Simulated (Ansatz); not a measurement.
A made-up structure of CH4NSi (charge +1), closed shell:

```
atom    x (Å)    y (Å)    z (Å)
  C1  -0.7808  -0.5140  -0.3166
 Si2   0.1415   0.6877  -0.9613
  N3   0.3071  -0.1246   0.6848
  H4  -1.5301  -1.2723  -0.1649
  H5   0.8639   1.7483  -1.6737
  H6  -0.0123   0.3090   1.5492
  H7  -0.4249  -1.5089  -0.4007
```

It is relaxed with PBE-D4/def2-SVP and then PBE0-D4/def2-TZVP (Ansatz 0.2.0). Atoms count as bonded within 1.22 times the sum of their covalent radii (H–H: 0.88 Å). The end point is not checked to be a true minimum.

Q: Does its bonding change? (A judgement: the text doesn't fix the answer.)

A: By the calculation: No: no bond forms or breaks.

Where it ends: The first stage lowers the energy by 3.27 eV in 10 steps. It ends as CH₄NSi ([CH2]1[NH][SiH]1), total charge +1:
C1  (-0.661, -0.823, -0.302)
Si2  (0.172, 0.685, -0.908)
N3  (0.060, 0.171, 0.606)
H4  (-1.743, -0.850, -0.208)
H5  (0.752, 1.808, -1.668)
H6  (0.166, 0.128, 1.609)
H7  (-0.183, -1.794, -0.412)
(Å)

Labels in which every atom is bracketed show which atoms are joined, not bond orders.

For scale, one of the runs: PBE0-D4/def2-TZVP relaxation, 123 basis functions, launched by `ansatz run in.yaml --threads 2 --pin off --events-out ev --progress --plain --max-ram 4352MiB`. Hardware: 2 CPU threads of an Arm Neoverse V1, shared host. Wall time about 18 s.
